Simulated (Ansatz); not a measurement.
## fcc Cu

The numbers are results of PBE-D3(BJ) in Ansatz (plane waves, PAW), not measurements.

Settings: plane-wave cutoff 520 eV, 26×26×26 k mesh, Fermi–Dirac smearing 0.05 eV, no spin polarisation, scalar-relativistic PAW data made under PBE.

Cell (relaxed at this level):

```xyz
1
Lattice="0.0000 1.7814 1.7814 1.7814 0.0000 1.7814 1.7814 1.7814 0.0000" Properties=species:S:1:pos:R:3 pbc="T T T"
Cu     0.0000     0.0000     0.0000
```

```
Quantity                                           Result
------------------------------------------  -------------
bulk modulus                                      167 GPa
band gap                                    zero (no gap)
pressure derivative B′ of the bulk modulus            5.0
```

Measured, for comparison: bulk modulus 144 GPa (0 K value with the zero-point phonon effect removed, our sources range from 140 to 145; as tabulated in Mejia-Rodriguez and Trickey (2018), arXiv:1807.09216). Computed (rounded) less measured: bulk modulus +16 % (+15 % to +19 % over the range).

Static lattice: no zero-point or thermal effects.

Ansatz is a quantum-chemistry and plane-wave program.
